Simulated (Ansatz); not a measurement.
Results of HSE06 (PAW; Ansatz, a first-principles code) for diamond.

Run with plane-wave cutoff 460 eV, 12×12×12 k mesh, Fermi–Dirac smearing 0.01 eV, scalar-relativistic PAW data made under PBE.

The cell has the measured lattice: a = 3.567 Å, b = 3.567 Å, c = 3.567 Å, α = 90.00°, β = 90.00°, γ = 90.00°.

### Question
What does this level give for the band gap, smallest direct gap on the k points sampled and width of the whole s-p valence band?

### Answer

band gap: 5.29 eV (indirect)
smallest direct gap on the k points sampled: 6.98 eV
width of the whole s-p valence band: 23.52 eV

Note: cell and atoms aren't relaxed at this level (pressure -8.2 GPa).

Static lattice: no zero-point or thermal effects.
